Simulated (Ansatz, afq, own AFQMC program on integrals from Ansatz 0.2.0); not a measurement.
## H₂Br, doublet: AFQMC among the cluster methods

```yaml
atoms:
  - { symbol: H, position_ang: [0.0000, 0.0000, -1.2173] }
  - { symbol: H, position_ang: [0.0000, 0.0000, -0.1563] }
  - { symbol: Br, position_ang: [0.0000, 0.0000, 1.3737] }
```

Basis cc-pVTZ. Only valence electrons are correlated. Ansatz 0.2.0 and our own AFQMC program on the same integrals; the CISD trial comes from CCSD amplitudes, and released means the phaseless constraint is let go. Error bars are statistical, one sigma. No spin–orbit coupling.

Determinant: UHF, the one that the program's search chose, which needn't be the lowest solution. The geometry is a point of a scan.

No full CI on the walks' own integrals is used here; CCSDT(Q) serves as the reference and is uncertain by about the last step of the cluster series.

Cautions: no relativity below Rb; no spin-orbit coupling; inner d shell frozen; the released energies have errors that jump between times, so the bars are unsure, so no released level is given (meV from the phaseless value at times in 1/Eh: -2.2 ± 2.2 at 0.24, 2 ± 5 at 0.51, -3.7 ± 1.6 at 0.99, -8.1 ± 2.1 at 1.62, -10.5 ± 2.4 at 2.40).

The T1 diagnostic is 0.0150 and the weight of the determinant in the CISD state is 0.908. The ⟨S²⟩ of the determinant is 0.790. The size of the correlated space is 9 electrons in 57 orbitals.

```tsv
level	correlation energy (eV)
MP2	-4.9209
CCSD	-5.5598
CCSD(T)	-5.7527
```

Estimate where phaseless AFQMC with a CISD trial lies against CCSD(T) on the same integrals.

0.45 ± 0.06 kcal/mol below CCSD(T).

Reference: CCSDT(Q), correlation energy -5.778 eV.

```tsv
level	E − E(reference) (kcal/mol)	share of correlation (%)
CCSD(T)	0.58	99.57
CCSDT	0.17	99.87
ph-AFQMC/HF	0.48 ± 0.50	99.64
ph-AFQMC/CISD	0.13 ± 0.06	99.90
```

A walk keeps the symmetry of its determinant, which the program's search chose and which needn't be the lowest solution, so a lower state of the same spin and another symmetry isn't excluded.
